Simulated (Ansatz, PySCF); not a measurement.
Molecule: NH, net charge 0, singlet state. This is an excited singlet: at this geometry the triplet lies 1.85 eV lower at CCSD(T)/CBS(aug-cc-pVTZ,aug-cc-pVQZ). 
Geometry from a B3LYP-D3(BJ)/def2-TZVP (Ansatz, a program for electronic structure) optimisation:
```xyz
2

N      0.0000     0.0000    -0.1300
H      0.0000     0.0000     0.9099
```
Charge 0, spin multiplicity 1.

Dipole moments at this geometry, in debye (magnitudes).

```
level                 program  dipole (D)
--------------------  -------  ----------
PBE/def2-TZVPD         Ansatz           ?
revPBE/def2-TZVPD      Ansatz        1.42
M06-L/def2-TZVPD        PySCF        1.47
r2SCAN/def2-TZVPD      Ansatz        1.49
B3LYP/def2-TZVPD        PySCF        1.50
TPSSh/def2-TZVPD        PySCF        1.48
r2SCAN0/def2-TZVPD     Ansatz        1.53
PW6B95/def2-TZVPD       PySCF        1.49
M06-2X/def2-TZVPD       PySCF        1.52
MN15/def2-TZVPD         PySCF        1.51
CAM-B3LYP/def2-TZVPD   Ansatz        1.54
wB97M-V/def2-TZVPD     Ansatz        1.51
wB97X-V/def2-TZVPD     Ansatz        1.52
CCSD(T)/aug-cc-pVDZ    Ansatz           ?
```

Fill in the missing entries.


- PBE/def2-TZVPD, dipole (D): 1.44
- CCSD(T)/aug-cc-pVDZ, dipole (D): 1.49
